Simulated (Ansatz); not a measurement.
The input, for Ansatz 0.2.0:

```yaml
crystal:
  periodic: [false, false, false]
  atoms:
    - {symbol: Al, position_ang: [0.000000, 0.000000, 0.000000]}
    - {symbol: P, position_ang: [0.000000, 0.000000, 6.090000]}
basis:
  gaussian: {orbitals: 6-31G}
magnetization: {spin_polarized: true, initial_magnetization: 2}
correlation: {method: ccsdtq, electrons: outside_noble_gas}
```

```sh
$ ansatz run in.yaml --threads 1 --pin off --events-out ev --progress --plain --max-ram 2393MiB
```

The program prints:

```
470 factors; integrals over basis functions are off by at most 7.8e-8 eV
mean field evaluation 1: about -15847.1841 eV, gradient 7.8e0 eV
mean field evaluation 2: about -15847.1848 eV, gradient 7.8e0 eV
mean field evaluation 4: about -15847.6243 eV, gradient 5.2e0 eV
mean field evaluation 8: about -15849.0084 eV, gradient 3.3e0 eV
mean field evaluation 16: about -15851.8109 eV, gradient 1.6e-2 eV
mean field evaluation 32: about -15848.6017 eV, gradient 3.0e0 eV
mean field evaluation 64: about -15851.5690 eV, gradient 2.9e0 eV
mean field evaluation 96: about -15851.8097 eV, gradient 9.2e-3 eV
mean field evaluation 128: about -15850.5263 eV, gradient 1.9e-1 eV
mean field evaluation 160: about -15849.2654 eV, gradient 1.6e-1 eV
...
cycle  88  -1.23765530 eV  change   6.8e-10 eV  update   2.6e-6
cycle  89  -1.23765530 eV  change   7.1e-10 eV  update   5.1e-6
cycle  90  -1.23765530 eV  change   4.3e-10 eV  update   1.7e-6
cycle  91  -1.23765530 eV  change   3.6e-10 eV  update   1.1e-6
cycle  92  -1.23765530 eV  change   2.4e-10 eV  update   1.4e-6
cycle  93  -1.23765530 eV  change   2.5e-10 eV  update   1.5e-6
cycle  94  -1.23765530 eV  change   7.4e-11 eV  update   1.3e-6
cycle  95  -1.23765530 eV  change   1.2e-10 eV  update   1.6e-6
cycle  96  -1.23765530 eV  change   3.2e-12 eV  update   1.0e-6
cycle  97  -1.23765530 eV  change   1.5e-11 eV  update   2.2e-7
Total energy: -15853.04730247 eV, -582.5887427845 hartree
```

For the same geometry and basis full CI lies 0.2 meV higher. The determinant has ⟨S²⟩ = 3.00, so this isn't a pure spin state. By full CI's occupations no single determinant describes the state well.

Ran on 1 thread of Arm Neoverse V1, shared host: 75 s wall, 0.2 GiB peak host memory.
